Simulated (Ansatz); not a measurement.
Start from `CC/N=C\F` and change one atom or group to get `C/N=C\F`.

Ansatz, PBE0-D4/def2-TZVP geometries, multiplicity 1. Each molecule was computed in one conformer, which needn't be the lowest.

| property | `CC/N=C\F` |
| --- | --- |
| LUMO energy (PBE0/def2-TZVPP) / eV | 0.09 |
| HOMO energy (PBE0/def2-TZVPP) / eV | -7.99 |
| HOMO–LUMO gap (PBE/def2-TZVPP) / eV | 5.44 |
| LUMO energy (B3LYP/def2-TZVPP) / eV | -0.21 |
| zero-point energy (PBE0-D4/def2-TZVP) / kJ/mol | 236.7 |
| HOMO–LUMO gap (B3LYP/def2-TZVPP) / eV | 7.56 |

Task: What does the change do to each property? (Estimate.)

Result: Ansatz gave: 
```tsv
property	`C/N=C\F`	shift
LUMO energy (PBE0/def2-TZVPP) / eV	0.12	0.03
HOMO energy (PBE0/def2-TZVPP) / eV	-8.07	-0.08
HOMO–LUMO gap (PBE/def2-TZVPP) / eV	5.51	0.07
LUMO energy (B3LYP/def2-TZVPP) / eV	-0.18	0.03
zero-point energy (PBE0-D4/def2-TZVP) / kJ/mol	161.3	-75.4
HOMO–LUMO gap (B3LYP/def2-TZVPP) / eV	7.64	0.08
```

The zero-point energy changes by -75.4 kJ/mol with -9 modes.

Positive LUMOs are unbound, so they and the gaps depend on the basis.

B3LYP here is the variant with VWN-RPA as its local correlation; programs differ in this.
